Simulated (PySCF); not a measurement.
All of these have the formula C5H13N. The calculation used TDDFT PBE0/def2-SVPD, vertical, gas phase, core orbitals frozen in the response in PySCF. Geometries: GFN2-xTB; one conformer of each isolated species. Triplets are in the Tamm–Dancoff approximation.

A. `CC(C)N(C)C`
B. `CCCN(C)C`
C. `CC[C@@H](C)CN`
D. `CCCNCC`

Lowest singlet levels (six at most, fewer where fewer were computed) with oscillator strengths:

1. 5.92 eV (f 0.004); 6.58 eV (f 0.021); 6.59 eV (f 0.028); 6.90 eV (f 0.043); 7.45 eV (f 0.002); 7.74 eV (f 0.024); T1 5.70 eV
2. 5.85 eV (f 0.024); 6.38 eV (f 0.017); 6.52 eV (f 0.006); 7.01 eV (f 0.078); 7.22 eV (f 0.022); 7.40 eV (f 0.025); T1 5.65 eV
3. 5.52 eV (f 0.004); 6.28 eV (f 0.002); 6.34 eV (f 0.024); 6.54 eV (f 0.016); 7.05 eV (f 0.007); 7.29 eV (f 0.013); T1 5.41 eV
4. 6.23 eV (f 0.010); 6.95 eV (f 0.018); 7.02 eV (f 0.002); 7.32 eV (f 0.009); 8.09 eV (f 0.014); 8.28 eV (f 0.004); T1 5.94 eV

Question: Which spectrum belongs to which structure?

Answer: 1 = D, 2 = B, 3 = A, 4 = C.
- A: S1 at 5.52 eV, HOMO→LUMO (98%); Löwdin shares by element: HOMO nitrogen 56%, carbon 22% or more (atoms not listed hold the other 22%); LUMO carbon 42% or more (atoms not listed hold the other 58%); HOMO -5.92 and LUMO 0.71 eV.
- B: S1 at 5.85 eV, HOMO→LUMO (92%); Löwdin shares by element: HOMO nitrogen 57%, carbon 23% or more (atoms not listed hold the other 19%); LUMO carbon 41% or more (atoms not listed hold the other 59%); HOMO -6.13 and LUMO 0.81 eV.
- C: S1 at 6.23 eV, HOMO→LUMO (74%), HOMO→LUMO+1 (25%); Löwdin shares by element: HOMO nitrogen 61%, carbon 13% or more, hydrogen 12% or more; LUMO carbon 26% or more, hydrogen 16% or more (atoms not listed hold the other 58%); HOMO -6.78 and LUMO 0.81 eV.
- D: S1 at 5.92 eV, HOMO→LUMO (95%); Löwdin shares by element: HOMO nitrogen 58%, carbon 19% or more, hydrogen 5% or more (atoms not listed hold the other 18%); LUMO carbon 33% or more, hydrogen 9% or more (atoms not listed hold the other 58%); HOMO -6.37 and LUMO 0.79 eV.
B and D have S1 within 0.08 eV of each other; their strongest listed levels stand at 7.01 eV (f 0.078) and 6.90 eV (f 0.043).
